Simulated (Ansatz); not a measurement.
# C₂H₃B: ionisation energy by level of theory

An exercise on one series of results from a longer session: the logs are not shown, and one member is left open.

Computed with Ansatz 0.2.0, Gaussian basis. Level: unrestricted cation, the program's frozen cores in correlated methods.

Plan: UKS PBE-D4/def2-TZVPP; UKS r2SCAN-D4/def2-TZVPP; UKS PBE0-D4/def2-TZVPP; UKS B3LYP-D4/def2-TZVPP; UKS wB97X-V/def2-TZVPP; UKS wB97M-V/def2-TZVPP; UKS B2PLYP/def2-TZVPP; UHF-CCSD(T)/def2-TZVPP; UHF-MP2/def2-QZVPP; extrapolation to the limit; then −ε(HOMO) from the neutral's earlier runs with LDA (SPW92), PBE-D4, revPBE-D4, BLYP-D4, r2SCAN-D4, B97M-V, PBE0-D4, B3LYP-D4, r2SCANh-D4, r2SCAN0-D4, HSE06-D4, BHLYP-D4, CAM-B3LYP-D4, LC-ωPBE, ωB97X-V, ωB97M-V.

2 further runs of the same task are left out: 2 that didn't finish.

### The geometry

All runs share one geometry, relaxed beforehand with PBE0-D4 in a triple-zeta def2 set.

SMILES `BC#C`, 6 atoms, charge 0, spin multiplicity 1.

Atoms are counted from 1 here; the program's logs count them from 0.

Bond lengths: B1–C2 1.500 Å, B1–H4 1.193 Å, B1–H5 1.193 Å, C2–C3 1.210 Å, C3–H6 1.066 Å. Angles: C2–B1–H4 119.9°, C2–B1–H5 119.9°, H4–B1–H5 120.2°, B1–C2–C3 180.0°, C2–C3–H6 180.0°.

The first run:

Contents of in.yaml:

```yaml
crystal:
  periodic: [false, false, false]
  atoms:
    - {symbol: B, position_ang: [-0.830357, 0.647263, -0.394296]}
    - {symbol: C, position_ang: [0.278595, -0.224107, 0.117940]}
    - {symbol: C, position_ang: [1.172732, -0.926650, 0.530480]}
    - {symbol: H, position_ang: [-1.756215, 0.156714, -0.965732]}
    - {symbol: H, position_ang: [-0.783338, 1.828242, -0.228565]}
    - {symbol: H, position_ang: [1.960783, -1.545564, 0.893972]}
basis:
  gaussian: {orbitals: def2-TZVPP}
total_charge: 1
magnetization: {spin_polarized: true, initial_magnetization: 1}
hamiltonian: {xc: pbe, dispersion: d4}
```

Among the steps run: Cation, UKS PBE-D4/def2-TZVPP; Cation, UKS r2SCAN-D4/def2-TZVPP; Cation, UKS PBE0-D4/def2-TZVPP; Cation, UKS B3LYP-D4/def2-TZVPP; Cation, UKS wB97X-V/def2-TZVPP; Cation, UKS wB97M-V/def2-TZVPP; Cation, UKS B2PLYP (frozen core)/def2-TZVPP; Cation, UHF-CCSD(T)/def2-TZVPP; Cation, UHF-MP2/def2-QZVPP.

One of the session's tables, all rows but one given; the rest of the session is left out.

Orbital estimates, from the neutral's runs:

```
  functional  −ε(HOMO) (eV)
 LDA (SPW92)           7.01
      PBE-D4           6.88
   revPBE-D4           6.83
     BLYP-D4           6.74
   r2SCAN-D4           7.09
      B97M-V           7.12
     PBE0-D4           8.09
    B3LYP-D4           7.87
  r2SCANh-D4           7.55
  r2SCAN0-D4           8.23
    HSE06-D4              ?
    BHLYP-D4           9.17
CAM-B3LYP-D4           9.45
     LC-ωPBE          10.85
     ωB97X-V          10.44
     ωB97M-V          10.32
```

Estimate the missing values for HSE06-D4.

The run gave: −ε(HOMO) (eV): 7.69. In the column «−ε(HOMO) (eV)» it lies between r2SCANh-D4 (7.55) and B3LYP-D4 (7.87).
